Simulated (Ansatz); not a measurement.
This geometry of H + H4Si (6 atoms, charge 0, multiplicity 2) is a first-order saddle point.

Computed with UKS B3LYP/def2-SVP in Ansatz.

```xyz
6
Properties=species:S:1:pos:R:3
Si -0.002 0.000 -0.017
H -0.006 0.000 1.527
H 1.411 0.000 -0.492
H -0.705 1.221 -0.503
H -0.705 -1.221 -0.503
H 0.008 0.000 2.910
```

Question: Which two structures does it join? (They come from a converged band through this point; their orientation in space is the band's.)

Answer: Bonds broken: Si1–H2. Bonds formed: H2–H6. H + H4Si becomes H2 + H3Si.

Image 0:

```xyz
6
Properties=species:S:1:pos:R:3
Si 0.000 0.000 -0.239
H 0.000 0.000 1.252
H 1.406 0.000 -0.736
H -0.702 1.217 -0.736
H -0.702 -1.217 -0.736
H 0.000 0.000 4.116
```

Image 8:

```xyz
6
Properties=species:S:1:pos:R:3
Si 0.000 0.000 -0.639
H 0.000 0.000 3.039
H 1.423 0.000 -1.093
H -0.711 1.232 -1.093
H -0.711 -1.232 -1.093
H 0.000 0.000 3.801
```

Question: How far does it lie above each of them?

Answer: 0.050 eV above the first and 0.617 eV above the second. This is the barrier of this one path; another mechanism may lie lower.

Run time: 42 s on 1 thread of Arm Neoverse V2, on a shared host, peak memory 0.097 GiB.
